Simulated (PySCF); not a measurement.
Compound: C4H4N2.
Numbering: `[N:1]#[C:2][CH2:3][C:4]1=[N:5][CH2:6]1` (hydrogens: H7, H8 on C3; H9, H10 on C6)

A GFN2-xTB structure was refined with LC-wPBE/def2-SVP geometry optimisation, gas phase (PySCF). Its GFN2-xTB values:

```
coordinate  GFN2-xTB
     N1≡C2   1.141 Å
     C2–C3   1.447 Å
     C3–C4   1.467 Å
     C3–H7   1.097 Å
     C4=N5   1.253 Å
     C4–C6   1.452 Å
     N5–C6   1.505 Å
     C6–H9   1.082 Å
  N1–C2–C3    179.3°
  C2–C3–C4    110.2°
  C3–C4–N5    146.2°
  C3–C4–C6    146.6°
  C4–N5–C6     62.7°
  C4–C6–N5     50.1°
  N5–C4–C6     67.1°
```

Task: How do these coordinates change at the LC-wPBE/def2-SVP level?

Result: 
```tsv
coordinate	LC-wPBE/def2-SVP (Å or °)	change
C3–C4	1.482	+0.015
C6–H9	1.097	+0.015
C2–C3	1.461	+0.014
C4–C6	1.441	-0.011
N1≡C2	1.150	+0.009
C4=N5	1.245	-0.008
C3–H7	1.101	+0.004
N5–C6	1.507	+0.002
C3–C4–N5	139.7	-6.5
C3–C4–C6	152.4	+5.8
C2–C3–C4	112.0	+1.8
N5–C4–C6	67.8	+0.7
C4–N5–C6	62.3	-0.4
N1–C2–C3	179.7	+0.4
C4–C6–N5	49.9	-0.2
```

The energy falls by 1.4 kcal/mol over 7 energy and gradient evaluations, the largest force component goes from 0.0292 to 4.0e-04 Eh/bohr, and the atoms move by 0.081 Å rms after alignment. Among the bonds, C2–C3, C3–C4, C6–H9 and C6–H10 change most and about equally (+0.014 to +0.015 Å). Bonds longer at the end by more than 0.005 Å: 5 of 10; shorter: 2. Rotational constants go from 10481, 2269, 1992 to 10881, 2161, 1916 MHz.

The run used 104 basis functions and 52 SCF cycles in all. Time: 39 s of wall time; peak memory 0.45 GiB. Hardware: an Arm Neoverse V1 with one thread, on a shared host.

Whether it is a minimum is left open (no frequencies). The numbers are those of one conformer.

Conformer computed: `[N:1]#[C:2][CH2:3][C:4]1=[N:5][CH2:6]1`: C2–C3–C4–N5 -137°.
